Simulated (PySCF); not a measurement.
**Structure elucidation problem**

Molecular formula: C5H3N. Simulated spectra:

¹H NMR (400 MHz, computed): δ 6.46 (m, 1H), 6.27 (m, 1H), 6.13 (m, 1H).

¹³C{¹H} NMR (computed): δ 147.1 (CH2), 122.3 (CH), 111.3 (C), 82.3 (C), 73.9 (C).

Level of theory: PBE0-D3(BJ)/def2-TZVP structure, B97-2/pcSseg-2 with gauge-including orbitals, in PySCF 2.14 (isolated molecule, one computed conformer, non-relativistic).

Referencing at the same level of theory: ¹H (31.64 ppm), ¹³C (185.38 ppm) vs TMS.

Task: Which of these isomers gave the spectra?
A. C=CC#CC#N
B. C#C/C=C/C#N
C. C#C/C=C\C#N

Result: A. 

- The formula gives 5 degrees of unsaturation (no ring in the answer).
- 5 carbon signals for 5 carbons: no two carbons are equivalent.
- Carbon types of the structure: 3 × C, 1 × CH, 1 × CH2, which accounts for all hydrogens.
- δC 147.1: terminal =CH2 carbon; an sp2 carbon of a C=C bond.
- δC 122.3: alkene CH; an sp2 carbon of a C=C bond.
- δC 111.3: nitrile carbon; this is the usual window of a C≡N carbon, which has no attached hydrogen.
- δC 82.3, 73.9: alkyne carbon; the triple bond shields along its axis, which puts it between sp3 and sp2 carbons.
- δH 6.13: hydrogen on an alkene CH; olefinic region.

The others: C#C/C=C/C#N has carbons computed at 139.0, 122.8, 120.5, 99.8, 84.1, with a different DEPT pattern; C#C/C=C\C#N has carbons computed at 137.1, 121.5, 118.7, 102.6, 82.8, with a different DEPT pattern.

Shifts are as computed. Against solution values, carbons near 30 ppm lie about +3 ppm off and those near 130 ppm about +7 ppm. Of 1211 compounds with measured shifts, 218 miss one by over three times the rms of a fit or turn the order of signals round; such compounds aren't used in these exercises. No couplings were computed; multiplicities are counted from neighbouring protons, with m where these are inequivalent, close in shift, in a saturated or five-membered ring or joined by F or P, and br s for small geminal =CH2 splittings.
